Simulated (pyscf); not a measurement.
PySCF, gas phase, ωB97X-D3(BJ)/def2-SVPD geometries. Correlated levels are frozen-core, on RHF or UHF. ΔMP2 is the change of the MP2 total energy from the triple- to the quadruple-zeta basis.

Q: Estimate the classical barrier height and the reaction energy of `[CH2-][Cl]` + `[FH]` → `[CH3][Cl]` + `[F-]` at CCSD(T)/def2-TZVPPD + ΔMP2(QZVPPD). The step runs on the singlet surface, breaks F–H and forms C–H; take the separated reactants as zero.

A: ΔE‡ = -51.5 kJ/mol, ΔE = -119.3 kJ/mol. Zero-point energy shifts the barrier by +5.7 kJ/mol. It is a proton transfer, with an imaginary mode of 724i cm⁻¹. On the reactant side the descent ends in a bound adduct, 69.6 kJ/mol under the separated species and 8.0 kJ/mol under the saddle at ωB97X-D3(BJ)/def2-TZVPD. On the product side the descent ends in a bound adduct (not fully relaxed), 66.4 kJ/mol under the separated species and 147.6 kJ/mol under the saddle at ωB97X-D3(BJ)/def2-TZVPD. At CCSD(T) the saddle lies under the separated reactants, which points to a path from their complex (located at ωB97X-D3(BJ) alone). At ωB97X-D3(BJ) the barrier from the zero used here is -61.6 kJ/mol. One saddle was located; it need not be the lowest between these sides. The angle at the transferred H is 177°. The CCSD(T) − MP2 part came from Ansatz, without density fitting, on the same reference.
